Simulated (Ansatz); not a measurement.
**SiPO+ (quintet): from Hartree-Fock to the top rungs, def2-TZVPP**

The task here is to estimate one member of a computed series from the others.

Program: Ansatz 0.2.0, Gaussian basis. Level of theory: def2-TZVPP, core rule «outside noble gas», up to 11 orbitals frozen. These are calculated values, not measurements.

Plan: UHF; ROHF; CCSD(T) on UHF.

**The system**

The geometry is a PBE0/def2-TZVP stationary point (not a proven minimum) of the parent state, kept for this charge and spin.

3 atoms, charge 1, spin multiplicity 5.

Atoms are counted from 1 here; the program's logs count them from 0.

Bond lengths: O1–P2 1.484 Å, P2–Si3 2.271 Å. Angles: O1–P2–Si3 116.0°.

The first run:

The input, in.yaml:

```yaml
crystal:
  periodic: [false, false, false]
  atoms:
    - {symbol: O, position_ang: [0.000000, -0.621986, 1.603231]}
    - {symbol: P, position_ang: [0.000000, 0.473546, 0.601473]}
    - {symbol: Si, position_ang: [0.000000, -0.167920, -1.576637]}
basis:
  gaussian: {orbitals: def2-TZVPP}
total_charge: 1
magnetization: {spin_polarized: true, initial_magnetization: 4}
hamiltonian: {xc: hf}
output: {orbitals: {seedname: orbitals}}
```

Launch:

```
$ ansatz run in.yaml --threads 1 --pin off --events-out ev --progress --plain --max-ram 4096MiB --backend cpu
```

Steps of the session up to this table: UHF; ROHF; CCSD(T) on UHF.

One of the session's tables, all rows but one given; the rest of the session is left out.

| method | from UCCSD(T) (meV) |
| --- | --- |
| ROHF | +12059.1 |
| UHF | ? |
| UMP2 | +1715.2 |
| UCCSD | +650.1 |
| UCCSD(T) | 0 |

Estimate the missing values for UHF.

The run gave: from UCCSD(T) (meV): +11779.6. In the column «from UCCSD(T) (meV)» it lies between UMP2 (+1715.2) and ROHF (+12059.1).
